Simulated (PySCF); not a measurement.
# SiH4F2, a complex of two parts: interaction energy

The task here is to estimate one member of a computed series from the others.

Computed with PySCF 2.14.0; each step states its level. No surroundings beyond the atoms listed, unless a continuum is named. Atoms count from 0, parts from 1.

## The system as given

7 atoms, charge 0, multiplicity 1; geometry: GFN2-xTB. Parts: 1 = atoms 0–4, `F[SiH3]`, charge 0; 2 = atoms 5–6, `F`, charge 0.

Set-up of the first run:

What the job is given:

```
{"job": {"xc": "PBE0", "basis": "def2-SVPD", "d3": "d3bj", "grid": 2, "kind": "geom", "shake": 0.01}, "charge": 0, "multiplicity": 1, "parts": [{"atoms": "0-4", "charge": 0, "multiplicity": 1}, {"atoms": "5-6", "charge": 0, "multiplicity": 1}]}
Si    -0.015769    -0.154696    -0.404971
F     -0.005757    -0.617140     1.137494
H     -0.698280     1.170461    -0.358528
H     -0.783729    -1.158003    -1.073323
H      1.363021    -0.103015    -0.797493
F      0.736691    -1.677172     3.555459
H      0.456869    -1.305612     2.752212
```

Command:

```console
> OMP_NUM_THREADS=1 python cluster_run.py task.json out
```

The driver reads the jobs from task.json and runs them one after another.

Among the steps run: Optimising the geometry at PBE0-D3(BJ)/def2-SVPD; Coupled-cluster interaction energy: CCSD(T) and MP2.

One table of the session follows, with a row left open; its other results are not shown here.

It belongs to the step «Coupled-cluster interaction energy: CCSD(T) and MP2». 

| method | interaction energy (kcal/mol) |
| --- | --- |
| HF/aug-cc-pVDZ | ? |
| MP2/aug-cc-pVDZ | -4.21 |
| CCSD/aug-cc-pVDZ | -4.25 |
| CCSD(T)/aug-cc-pVDZ | -4.31 |
| HF/aug-cc-pVTZ | -4.69 |
| MP2/aug-cc-pVTZ | -4.77 |
| SCS-MP2/aug-cc-pVTZ | -4.40 |
| MP2, extrapolated | -4.86 |
| CCSD(T), limit estimate | -4.96 |

Estimate the missing values for HF/aug-cc-pVDZ.

As computed: interaction energy (kcal/mol): -4.37. In the column «interaction energy (kcal/mol)» it lies between SCS-MP2/aug-cc-pVTZ (-4.40) and CCSD(T)/aug-cc-pVDZ (-4.31).

To keep in mind: The interaction energy leaves out the deformation of the parts, 0.43 kcal/mol (MP2); added to the CCSD(T) estimate it gives a binding of about -4.53 kcal/mol.
